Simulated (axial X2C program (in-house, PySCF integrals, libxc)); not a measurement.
## Excited states of NaS⁻ by EOM-EE-CCSD

Computed with an in-house all-electron X2C program for linear molecules (integrals from PySCF): two-component X2C with atomic mean-field Coulomb and Gaunt terms, Gaussian nuclei, basis S dyall-av3z, Na dyall-acv3z with contracted cores.

R = 2.410 Å (near the PBE0 minimum at charge -1 of the determinant lowest at the starting distance; the state shown can have its own minimum elsewhere).

Hartree–Fock spinors of NaS⁻ (one of each Kramers pair; a window near the gap, which can cut inner shells):

```tsv
ω	occupied	ε (eV)	character
1/2	yes	-15.18	83% S s, 7% Na p, 6% Na d
1/2	yes	-1.84	81% S p, 13% Na s, 4% Na p
1/2	yes	-1.59	86% S p, 7% Na p, 5% Na d
3/2	yes	-1.55	87% S p, 7% Na p, 5% Na d
1/2	no	1.51	64% Na p, 35% Na s
1/2	no	1.70	100% Na p
3/2	no	1.70	100% Na p
1/2	no	2.14	60% Na s, 40% Na p
1/2	no	2.64	47% Na s, 42% Na p, 8% Na d
1/2	no	3.26	75% Na p, 23% Na d, 2% S p
```

Vertical excitation energies from the closed-shell determinant state of NaS⁻:

```json
{"Ω": "2", "excitation (eV)": "0.544", "cm⁻¹": "4388", "hole of the leading pair": "87% S pπ, 7% Na pπ", "particle of the leading pair": "66% Na sσ, 22% Na pσ, 9% S pσ", "weight of the pair (for Ω = 0 its time-reversed partner can hold as much again)": "0.90", "singles weight": "0.90"}
{"Ω": "1", "excitation (eV)": "0.556", "cm⁻¹": "4486", "hole of the leading pair": "87% S pπ, 7% Na pπ", "particle of the leading pair": "66% Na sσ, 22% Na pσ, 9% S pσ", "weight of the pair (for Ω = 0 its time-reversed partner can hold as much again)": "0.58", "singles weight": "0.91"}
{"Ω": "0⁻", "excitation (eV)": "0.571", "cm⁻¹": "4607", "hole of the leading pair": "74% S pπ, 11% S pσ, 6% Na pπ", "particle of the leading pair": "65% Na sσ, 22% Na pσ, 9% S pσ", "weight of the pair (for Ω = 0 its time-reversed partner can hold as much again)": "0.45", "singles weight": "0.91"}
{"Ω": "0⁺", "excitation (eV)": "0.589", "cm⁻¹": "4747", "hole of the leading pair": "87% S pπ, 7% Na pπ", "particle of the leading pair": "66% Na sσ, 22% Na pσ, 9% S pσ", "weight of the pair (for Ω = 0 its time-reversed partner can hold as much again)": "0.45", "singles weight": "0.90"}
{"Ω": "1", "excitation (eV)": "0.626", "cm⁻¹": "5049", "hole of the leading pair": "47% S pπ, 36% S pσ, 7% Na sσ", "particle of the leading pair": "64% Na sσ, 24% Na pσ, 9% S pσ", "weight of the pair (for Ω = 0 its time-reversed partner can hold as much again)": "0.61", "singles weight": "0.90"}
{"Ω": "0⁻", "excitation (eV)": "0.691", "cm⁻¹": "5575", "hole of the leading pair": "69% S pσ, 13% Na sσ, 12% S pπ", "particle of the leading pair": "63% Na sσ, 23% Na pσ, 10% S pσ", "weight of the pair (for Ω = 0 its time-reversed partner can hold as much again)": "0.46", "singles weight": "0.93"}
{"Ω": "1", "excitation (eV)": "0.704", "cm⁻¹": "5678", "hole of the leading pair": "55% S pσ, 27% S pπ, 10% Na sσ", "particle of the leading pair": "63% Na sσ, 23% Na pσ, 10% S pσ", "weight of the pair (for Ω = 0 its time-reversed partner can hold as much again)": "0.87", "singles weight": "0.92"}
{"Ω": "0⁺", "excitation (eV)": "1.215", "cm⁻¹": "9797", "hole of the leading pair": "79% S pσ, 15% Na sσ", "particle of the leading pair": "63% Na sσ, 29% Na pσ", "weight of the pair (for Ω = 0 its time-reversed partner can hold as much again)": "0.33", "singles weight": "0.87"}
{"Ω": "0⁻", "excitation (eV)": "1.343", "cm⁻¹": "10830", "hole of the leading pair": "87% S pπ, 7% Na pπ", "particle of the leading pair": "97% Na pπ", "weight of the pair (for Ω = 0 its time-reversed partner can hold as much again)": "0.40", "singles weight": "0.90"}
{"Ω": "1", "excitation (eV)": "1.343", "cm⁻¹": "10833", "hole of the leading pair": "87% S pπ, 7% Na pπ", "particle of the leading pair": "97% Na pπ", "weight of the pair (for Ω = 0 its time-reversed partner can hold as much again)": "0.81", "singles weight": "0.90"}
{"Ω": "3", "excitation (eV)": "1.348", "cm⁻¹": "10873", "hole of the leading pair": "87% S pπ, 7% Na pπ", "particle of the leading pair": "97% Na pπ", "weight of the pair (for Ω = 0 its time-reversed partner can hold as much again)": "0.90", "singles weight": "0.90"}
{"Ω": "2", "excitation (eV)": "1.350", "cm⁻¹": "10889", "hole of the leading pair": "87% S pπ, 7% Na pπ", "particle of the leading pair": "65% Na pσ, 29% Na sσ", "weight of the pair (for Ω = 0 its time-reversed partner can hold as much again)": "0.90", "singles weight": "0.90"}
{"Ω": "2", "excitation (eV)": "1.351", "cm⁻¹": "10897", "hole of the leading pair": "87% S pπ, 7% Na pπ", "particle of the leading pair": "97% Na pπ", "weight of the pair (for Ω = 0 its time-reversed partner can hold as much again)": "0.90", "singles weight": "0.90"}
```

This point took 2.4 min on 1 thread of Arm Neoverse N1, with other jobs on the host.

Reference electrons by ω block (each with its −ω partner): 1/2: 11, 3/2: 3. 16 electrons of NaS⁻ correlated (inner shells frozen), 88 natural virtual spinors (a truncated set); levels can be off by some tenths of an eV. Roots sought by Ω: (0: 5, 1: 4, 2: 3, 3: 1); the list ends where they run out and leaves out roots under 60 % singles weight. The solver can skip a root, and states that need a further excitation, which the method places far too high, are missing though they may lie low or lowest. T1 of the reference 0.036 (Lee–Taylor). The highest Hartree–Fock level of the anion lies at -1.55 eV; relaxation, partly offset by correlation, puts the detachment threshold some tenths of an eV to over one eV lower in magnitude, and states above it are held by the basis set and are not bound. Number of frozen shells: S 2 s, 1 p; Na 1 s. Large amplitudes in the reference (orbital relaxation or multireference character) lower the reliability.
